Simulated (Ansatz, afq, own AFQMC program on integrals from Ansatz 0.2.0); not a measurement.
AlSiH₂, quartet in cc-pVDZ along one coordinate

```xyz
4

Si    0.0000    0.0000    1.2493
Al    0.0000    0.0000   -1.1594
H     0.0000    1.4055   -1.8880
H     0.0000   -1.4055   -1.8880
```

The Si1–Al2 distance is changed with both sides rigid. Energies in eV count from this geometry (2.409 Å) at the same level; the start stands on UHF, each point on the determinant named.

Basis cc-pVDZ. Noble-gas cores (and the filled d shells of Ga–Kr and In–Xe) are frozen. Ansatz 0.2.0 and our own AFQMC program on the same integrals; the CISD trial comes from CCSD amplitudes, and released means the phaseless constraint is let go. Error bars are statistical, one sigma.

Cautions, each for one point or more: lower spins were not checked; released walk and highest rung disagree.

| r(Si1–Al2) / Å | det. | T1 | weight | ⟨S²⟩ | CCSD(T) | ph-AFQMC/CISD | CCSDT(Q) | MP2 | r2SCAN |
| --- | --- | --- | --- | --- | --- | --- | --- | --- | --- |
| 2.178 | UHF | 0.027 | 0.88 | 3.75 | 0.385 | 0.371 ± 0.010 | 0.387 | 0.371 | 0.313 |
| 2.625 | UHF | 0.027 | 0.88 | 3.76 | 0.092 | 0.091 ± 0.011 | 0.089 | 0.106 | 0.123 |
| 3.339 | UHF | 0.025 | 0.88 | 3.77 | 1.066 | 1.039 ± 0.012 | 1.060 | 1.142 | 1.110 |
| 4.536 | UHF | 0.013 | 0.89 | 3.76 | 1.723 | 1.742 ± 0.010 | 1.736 | 1.784 | 1.960 |

Weight is that of the determinant in the CISD state; at the start T1 is 0.028 and the weight 0.88, and ⟨S²⟩ is 3.75. Largest departures from CCSDT(Q), at the points where its series has closed: CCSD(T) -0.012 eV at 4.536 (on UHF), ph-AFQMC/CISD -0.021 eV at 3.339 (on UHF) (within the noise), MP2 0.082 eV at 3.339 (on UHF), r2SCAN 0.224 eV at 4.536. Functionals count only at points shown to share the start's state and spin. In this small basis the wave-function levels are far from their limit, so their gap to the functionals isn't the functionals' error.

Some points may be missing: those where a free walk finds a much lower state, and past Zn most of those on another determinant than at the start.

CCSDT and higher add their correlation energy to the determinant of the CCSD(T) run, since their own runs factorise the integrals more tightly (a shift of under 2 meV). A walk keeps the symmetry of its determinant, which the program's search chose and which needn't be the lowest solution, so a lower state of the same spin and another symmetry isn't excluded.
